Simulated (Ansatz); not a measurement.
in.yaml

```yaml
crystal:
  periodic: [false, false, false]
  atoms:
    - {symbol: Si, position_ang: [0.000000, 0.000000, 0.089333]}
    - {symbol: P, position_ang: [0.000000, 0.000000, -1.661667]}
    - {symbol: H, position_ang: [0.000000, 0.000000, 1.572333]}
basis:
  gaussian: {orbitals: 6-31G}
magnetization: {spin_polarized: false}
correlation: {method: ccsdtq, electrons: outside_noble_gas}
```

```sh
$ ansatz run in.yaml --threads 1 --pin off --events-out ev --progress --plain --max-ram 2393MiB
```

Output:

```
543 factors; integrals over basis functions are off by at most 4.1e-8 eV
mean field evaluation 1: about -17142.8622 eV, gradient 1.6e1 eV
mean field evaluation 2: about -17142.8695 eV, gradient 1.6e1 eV
mean field evaluation 4: about -17143.9780 eV, gradient 1.3e0 eV
mean field evaluation 8: about -17143.9992 eV, gradient 2.3e-2 eV
mean field evaluation 16: about -17143.9869 eV, gradient 3.7e-1 eV
mean field -17143.99922287 eV, -630.0303508206 hartree, gradient 2.6e-6 eV, S^2 0.000000; 0 other end points of the search recorded, 0 dependent functions left out; unrestricted orbitals would lower it
10 core orbitals not correlated: weight in the atoms' cores, before any rotation towards them, 1.000 or more for the frozen orbitals, at most 0.000 for the correlated occupied ones
reference -17143.99922287 eV, -630.0303508206 hartree; 5, 5 occupied and 13, 13 virtual orbitals, 543 factors
second order -3.18024680 eV of doubles, -0.00000000 eV of singles
cycle   1  -3.32491750 eV  change   -1.4e-1 eV  update   8.6e-2
cycle   2  -3.54385960 eV  change   -2.2e-1 eV  update   4.2e-2
cycle   3  -3.69016555 eV  change   -1.5e-1 eV  update   2.2e-2
cycle   4  -3.68862728 eV  change    1.5e-3 eV  update   8.0e-3
cycle   5  -3.69446821 eV  change   -5.8e-3 eV  update   4.1e-3
cycle   6  -3.69688431 eV  change   -2.4e-3 eV  update   1.4e-3
cycle   7  -3.69560667 eV  change    1.3e-3 eV  update   5.1e-4
cycle   8  -3.69551990 eV  change    8.7e-5 eV  update   1.5e-4
cycle   9  -3.69562805 eV  change   -1.1e-4 eV  update   5.9e-5
cycle  10  -3.69562814 eV  change   -9.5e-8 eV  update   1.8e-5
cycle  11  -3.69562201 eV  change    6.1e-6 eV  update   9.3e-6
cycle  12  -3.69562903 eV  change   -7.0e-6 eV  update   4.1e-6
cycle  13  -3.69562492 eV  change    4.1e-6 eV  update   1.4e-6
cycle  14  -3.69562496 eV  change   -4.1e-8 eV  update   5.6e-7
Total energy: -17147.69484783 eV, -630.1661625328 hartree
```

For the same geometry and basis full CI lies 2.4 meV lower.

Ran on 1 thread of Arm Neoverse V2, shared host: 5.5 s wall, 0.16 GiB peak host memory.
